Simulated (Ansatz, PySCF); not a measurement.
F4Si, SMILES F[Si](F)(F)F (connectivity only; charge and spin as stated), charge -1, multiplicity 2. Atoms are numbered in the order given.

```xyz
5

F      0.0000     1.7050    -0.4844
Si     0.0000     0.0000    -0.2981
F      0.0000    -1.7050    -0.4844
F      1.3164     0.0000     0.7275
F     -1.3164     0.0000     0.7275
```
Charge -1, spin multiplicity 2.

Geometry optimised at PBE0-D3(BJ)/def2-SVPD. The spin state was assumed, not searched. The isomer is the one that the SMILES or the coordinates give; other isomers of the formula were not compared.

Two levels are set side by side: PBE-D3(BJ)/def2-SVPD (Ansatz, a quantum-chemistry and plane-wave program) and PBE0-D3(BJ)/def2-SVPD (Ansatz). Each level has its own optimised geometry; the coordinates shown are those of the second. Frequencies come from the Hessian of PySCF at each geometry. Differences are taken from unrounded values.

| quantity | PBE0-D3(BJ) |
|---|---|
| mean bond length (Å) | 1.692 |
| bond F1–Si2 (Å) | 1.715 |
| bond Si2–F3 (Å) | 1.715 |
| bond Si2–F4 (Å) | 1.669 |
| bond Si2–F5 (Å) | 1.669 |
| highest harmonic wavenumber (cm⁻¹) | 791 |
| mean harmonic wavenumber (cm⁻¹) | 481 |
| zero-point energy (kcal/mol) | 6.19 |

Question: What does PBE-D3(BJ) give, and how far is it from PBE0-D3(BJ)? (An estimate is asked for; the answer gives what the named calculation found.)

Answer: 
```csv
quantity,PBE-D3(BJ),PBE-D3(BJ) minus PBE0-D3(BJ)
mean bond length (Å),1.716,0.024
bond F1–Si2 (Å),1.741,0.026
bond Si2–F3 (Å),1.741,0.026
bond Si2–F4 (Å),1.691,0.023
bond Si2–F5 (Å),1.691,0.023
highest harmonic wavenumber (cm⁻¹),744,-47
mean harmonic wavenumber (cm⁻¹),449,-32
zero-point energy (kcal/mol),5.78,-0.41
```

GGA bonds tend to be longer and softer than those of functionals with exact exchange. Differences between two approximate levels are no errors against the true value.
